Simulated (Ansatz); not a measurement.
Species: CH4N, charge 0, doublet. CH4N (SMILES C[NH], doublet).
B3LYP-D3(BJ)/def2-TZVP minimum from Ansatz (a program for electronic structure):
```
C
H 1 1.0903
H 1 1.1007 2 108.68
H 1 1.1007 2 108.68 3 -114.61
N 1 1.4368 2 110.64 3 122.69
H 5 1.0259 1 107.09 2 180.00
```
Charge 0, spin multiplicity 2.

Wanted: atomisation energy (electronic, to ground-state atoms), in kcal/mol. Radicals and triplets start from unrestricted determinants; spin-orbit coupling is neglected. CBS(X,Y): correlation extrapolated as X^-3, Hartree-Fock from the larger set (Q,5: extrapolated as (X+1)exp(-9√X)). A bracket is a step between two methods taken in the basis named. The functionals are non-relativistic, so their misses hold any scalar relativity. '+ core + X2C': CCSD(T) terms for core correlation (cc-pwCVTZ) and scalar relativity (cc-pVTZ-DK). For partners of very few electrons the exact lower level stands in for a higher one.

CCSD(T)/CBS(cc-pVQZ,cc-pV5Z) + [CCSDT(Q) - CCSD(T)]/cc-pVTZ + core + X2C (Ansatz) gives 474.4 kcal/mol.

**Question.** What does PBE/def2-TZVPD (Ansatz) give here, and how do the other levels compare?

**Answer.** PBE gives 486.8 kcal/mol, 12.4 kcal/mol above it. Differences of the others: r2SCAN/def2-TZVPD (Ansatz) 1.8; B3LYP/def2-TZVPD (Ansatz) 4.6; wB97M-V/def2-TZVPD (Ansatz) 2.2; CCSD(T)/CBS(cc-pVQZ,cc-pV5Z) + core + X2C (Ansatz) -0.2 kcal/mol. Nearer than PBE: r2SCAN/def2-TZVPD, B3LYP/def2-TZVPD, wB97M-V/def2-TZVPD, CCSD(T)/CBS(cc-pVQZ,cc-pV5Z) + core + X2C.
